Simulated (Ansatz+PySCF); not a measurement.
Results of a calculation; reference values are marked as such.
## Ansatz (development build ahead of 0.2.0) run

```yaml
crystal:
  periodic: [false, false, false]
  atoms:
    - { symbol: C, position_ang: [0.0, -0.16876, 0.0] }
    - { symbol: C, position_ang: [-1.49314, 0.03742, 0.0] }
    - { symbol: C, position_ang: [0.74657, 0.03743, 1.29309] }
    - { symbol: C, position_ang: [0.74657, 0.03743, -1.29309] }
    - { symbol: H, position_ang: [-1.74945, 1.10254, 0.0] }
    - { symbol: H, position_ang: [0.87472, 1.10255, 1.51506] }
    - { symbol: H, position_ang: [0.87472, 1.10255, -1.51506] }
    - { symbol: H, position_ang: [-1.96448, -0.40656, 0.89724] }
    - { symbol: H, position_ang: [-1.96448, -0.40656, -0.89724] }
    - { symbol: H, position_ang: [1.75928, -0.40655, 1.25267] }
    - { symbol: H, position_ang: [0.20521, -0.40655, 2.14991] }
    - { symbol: H, position_ang: [0.20521, -0.40655, -2.14991] }
    - { symbol: H, position_ang: [1.75928, -0.40655, -1.25267] }
basis:
  gaussian: { orbitals: cc-pVTZ }
magnetization:
  spin_polarized: true
  initial_magnetization: 1
hamiltonian:
  xc: hf
correlation:
  method: mp2
  frozen_orbitals: { C: 1, H: 0 }
output:
  forces: true
```

The input is written out in the form of the current development build from the run's settings.

The run gave:

```yaml
Converged: yes
Reference_energy: -156.72951 hartree
Correlation_energy: -0.68028 hartree
Total_energy: -157.40979 hartree
Spin_squared_of_the_determinant: 0.764
Stability_test: minimum
Occupied_orbitals_by_symmetry_in_an_Abelian_subgroup_alpha;_beta: 11 A' 6 A''; 10 A' 6 A''
```

Forces (eV/Å):
| atom | Fx | Fy | Fz |
| --- | --- | --- | --- |
| C1 | 0.000 | 0.106 | 0.000 |
| C2 | 0.044 | -0.511 | 0.000 |
| C3 | -0.022 | -0.511 | -0.038 |
| C4 | -0.022 | -0.511 | 0.038 |
| H5 | -0.004 | 0.066 | 0.000 |
| H6 | 0.002 | 0.066 | 0.003 |
| H7 | 0.002 | 0.066 | -0.003 |
| H8 | 0.253 | 0.205 | -0.442 |
| H9 | 0.253 | 0.205 | 0.442 |
| H10 | -0.510 | 0.205 | 0.002 |
| H11 | 0.256 | 0.205 | -0.441 |
| H12 | 0.256 | 0.205 | 0.441 |
| H13 | -0.510 | 0.205 | -0.002 |
